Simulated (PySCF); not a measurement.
**input.py for HF⁻**

File input.py (PySCF 2.14):

```python
from pyscf import gto, scf, tdscf

mol = gto.M(
    atom='H 0 0 0; F 0 0 0.931',
    basis='cc-pvtz-dk',
    charge=-1,
    spin=1,
    verbose=4,
)
mf = scf.UHF(mol)
mf = mf.sfx2c1e()
mf.kernel()
td = tdscf.TDA(mf)
td.nstates = 6
td.kernel()
td.analyze()
mf.dip_moment()
print('orbital energies (hartree):', [e[max(0, n-3):n+3].round(4) for e, n in zip(mf.mo_energy, mol.nelec)])
```

```bash
$ OMP_NUM_THREADS=1 python input.py
```

Output (some set-up lines and the per-cycle HOMO/LUMO lines with their warnings removed):

```
PySCF version 2.14.0

[INPUT] Symbol           X                Y                Z      unit          X                Y                Z       unit  Magmom
[INPUT]  1 H      0.000000000000   0.000000000000   0.000000000000 AA    0.000000000000   0.000000000000   0.000000000000 Bohr   0.0
[INPUT]  2 F      0.000000000000   0.000000000000   0.931000000000 AA    0.000000000000   0.000000000000   1.759335021970 Bohr   0.0

nuclear repulsion = 5.11556917108485
number of shells = 15
number of NR pGTOs = 58
number of NR cGTOs = 44
basis = cc-pvtz-dk
ecp = {}

******** <class 'pyscf.x2c.sfx2c1e.sfX2C1eUHF'> ********
method = sfX2C1eUHF
initial guess = minao
damping factor = 0
level_shift factor = 0
DIIS = <class 'pyscf.scf.diis.CDIIS'>
SCF conv_tol = 1e-09
SCF max_cycles = 50
number electrons alpha = 6  beta = 5

******** <class 'pyscf.x2c.sfx2c1e.SpinFreeX2CHelper'> ********
approx = 1e
xuncontract = 1
init E= -99.9336148770628

cycle= 1 E= -99.9720974320335  delta_E= -0.0385  |g|= 0.331  |ddm|= 2.17
cycle= 2 E= -99.9975885946403  delta_E= -0.0255  |g|= 0.224  |ddm|= 0.438
cycle= 3 E= -100.009757555181  delta_E= -0.0122  |g|= 0.0176  |ddm|= 0.106
cycle= 4 E= -100.010153221763  delta_E= -0.000396  |g|= 0.00567  |ddm|= 0.0998
cycle= 5 E= -100.010208126604  delta_E= -5.49e-05  |g|= 0.00182  |ddm|= 0.0398
cycle= 6 E= -100.010214383933  delta_E= -6.26e-06  |g|= 0.000452  |ddm|= 0.0152
cycle= 7 E= -100.010214578394  delta_E= -1.94e-07  |g|= 9.67e-05  |ddm|= 0.00225
cycle= 8 E= -100.01021458907  delta_E= -1.07e-08  |g|= 3.05e-05  |ddm|= 0.000229
cycle= 9 E= -100.010214590153  delta_E= -1.08e-09  |g|= 7.06e-06  |ddm|= 7e-05
cycle= 10 E= -100.010214590207  delta_E= -5.43e-11  |g|= 1.93e-06  |ddm|= 1.77e-05
Extra cycle  E= -100.01021459021  delta_E= -3.08e-12  |g|= 1.15e-06  |ddm|= 2.52e-06
converged SCF energy = -100.01021459021  <S^2> = 0.75074298  2S+1 = 2.0007428

******** <class 'pyscf.tdscf.uhf.TDA'> for <class 'pyscf.x2c.sfx2c1e.sfX2C1eUHF'> ********
nstates = 6
deg_eia_thresh = 1.000e-03
wfnsym = None
conv_tol = 1e-05
eigh lindep = 1e-12
eigh level_shift = 0
eigh max_cycle = 100

Excitation energies (eV)
[10.74631067 11.73924641 11.73924641 14.63584792 18.81346863 18.90718375]

** Excitation energies and oscillator strengths **
Excited State   1:     10.74631 eV    115.37 nm  f=0.0105
       6a ->    7a      0.99459
Excited State   2:     11.73925 eV    105.62 nm  f=0.0159
       5b ->    6b      0.96822
       5b ->    7b      0.21595
Excited State   3:     11.73925 eV    105.62 nm  f=0.0159
       4b ->    6b      0.96822
       4b ->    7b      0.21595
Excited State   4:     14.63585 eV     84.71 nm  f=0.0735
       3a ->    7a      0.13674
       3b ->    6b     -0.95245
       3b ->    7b     -0.22482
Excited State   5:     18.81347 eV     65.90 nm  f=0.1619
       3a ->    8a      0.11471
       6a ->    8a      0.98288
Excited State   6:     18.90718 eV     65.58 nm  f=0.2351
       6a ->    9a     -0.97523
       6a ->   10a     -0.13902
       6a ->   12a      0.11686

** Transition electric dipole moments (AU) **
state          X           Y           Z        Dip. S.      Osc.
  1         0.0000      0.0000      0.1996      0.0398      0.0105
  2         0.2350      0.0140      0.0000      0.0554      0.0159
  3        -0.0140      0.2350     -0.0000      0.0554      0.0159
  4         0.0000     -0.0000     -0.4529      0.2051      0.0735
  5         0.0000      0.0000      0.5927      0.3513      0.1619
  6         0.0845     -0.7074      0.0000      0.5075      0.2351

** Transition velocity dipole moments (imaginary part, AU) **
state          X           Y           Z        Dip. S.      Osc.
  1        -0.0000     -0.0000      0.2586      0.0669      0.1129
  2         0.1645      0.0098      0.0000      0.0272      0.0420
  3        -0.0098      0.1645     -0.0000      0.0272      0.0420
  4        -0.0000     -0.0000     -0.2607      0.0680      0.0842
  5        -0.0000     -0.0000      0.0594      0.0035      0.0034
  6        -0.0134      0.1119      0.0000      0.0127      0.0122

** Transition magnetic dipole moments (imaginary part, AU) **
state          X           Y           Z
  1         0.0000      0.0000      0.0000
  2        -0.0044      0.0738      0.0000
  3        -0.0738     -0.0044      0.0000
  4         0.0000      0.0000      0.0000
  5        -0.0000     -0.0000     -0.0000
  6         0.4412      0.0527     -0.0000
Dipole moment(X, Y, Z, Debye): -0.00000, -0.00000, -1.39465
orbital energies (hartree): [array([-0.3259, -0.3259,  0.1257,  0.8413,  1.0592,  1.152 ]), array([-0.4271, -0.3177, -0.3177,  0.4486,  0.903 ,  1.0809])]
```

In short: E(SCF) = -100.010215 Eh, 10 cycles, ⟨S²⟩ = 0.751, first excitations without spin–orbit coupling 10.75, 11.74, 11.74, 14.64, 18.81 eV.

Hardware: Arm Neoverse V2, 1 thread, shared host. Wall time 1.6 s, peak memory 0.12 GiB.

The basis has no diffuse functions, which an anion needs. The bond length is a typed value, not an optimised one. The dipole of an ion depends on the origin. No search for the lowest solution was made.
